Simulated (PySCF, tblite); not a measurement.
**C₄H₈N radical: geometry, infrared bands and EPR parameters**

What infrared bands and EPR parameters should C₄H₈N radical (`[H]/N=C/[C](C)C`) show?

The runs use tblite 0.8.0 and PySCF 2.14.0, with density-fitted response routines of our own; the level of theory stands in each step. All values are computed, except where a source is named. Atoms count from 0, in the outputs and in this text.

**1. The molecule as given**

13 atoms, charge 0, multiplicity 2; geometry from: force field or distance geometry start.

Bonds of the start (Å): C0–C1 1.48, C1–C2 1.48, C1–C3 1.47, C3–N4 1.28, C0–H5 1.10, C0–H6 1.09, C0–H7 1.10, C2–H8 1.09, C2–H9 1.10, C2–H10 1.09, C3–H11 1.11, N4–H12 1.02.

**2. Optimising the geometry with GFN2-xTB**

The job: settings as JSON, then the geometry in Å.

```
{"job": {"kind": "relax", "xc": "GFN2-xTB", "basis": "xTB"}, "charge": 0, "multiplicity": 2}
C     -0.105800     1.476000     0.241500
C     -0.136600     0.010900     0.007100
C     -1.419500    -0.725500     0.081500
C      1.103100    -0.729000    -0.272400
N      2.264300    -0.187200    -0.327000
H     -0.746100     1.980500    -0.504000
H      0.890000     1.910200     0.170300
H     -0.501700     1.716900     1.241100
H     -1.881400    -0.602800     1.065900
H     -2.123900    -0.331500    -0.670400
H     -1.310000    -1.795700    -0.105700
H      0.992500    -1.827000    -0.416000
H      2.970900    -0.895100    -0.529700
```

Run with:

```
> OMP_NUM_THREADS=1 python probes_run.py task.json out
```

One launch serves the whole session: the jobs run in the order shown.

**Question.** This job is followed by: GFN2-xTB harmonic vibrations, gas phase; UKS B3LYP, pcH-1 on C H N, non-relativistic, mean-field spin-orbit, GIAO. What will the session give for the following? strongest single infrared mode (GFN2-xTB); zero-point energy (GFN2-xTB); g(iso) (B3LYP); ⟨S²⟩; largest a(iso) (averaged by class); potential on the surface of density 0.002 e/bohr³, 1st and 99th percentile.

As calculated:

| quantity | value |
| --- | --- |
| strongest single infrared mode (GFN2-xTB) | 2835 cm⁻¹, 157 km/mol |
| zero-point energy (GFN2-xTB) | 68.5 kcal/mol |
| g(iso) (B3LYP) | 2.00337 |
| ⟨S²⟩ | 0.771 (exact 0.75) |
| largest a(iso) (averaged by class) | 13C on C1, 59.6 MHz |
| potential on the surface of density 0.002 e/bohr³, 1st and 99th percentile | -1.78 V and 1.19 V |

What this shows: Relaxing lowered the energy by 0.158 eV in 23 steps; the close pair that moved most is C1–C3, from 1.471 to 1.396 Å. All 33 modes are real, so the xTB geometry is a minimum. The strongest single mode, at 2835 cm⁻¹, moves mainly H11. GFN2-xTB is a fitted tight-binding method: band positions and strengths are rough. Its intensities can rank the bands wrongly. The largest spin populations lie on C1 (0.69 e), N4 (0.49 e). The isotropic g lies 1.1 ppt above the free-electron value. The conformer search found further structures of the same energy, which may be mirror or relabelled copies of this one.
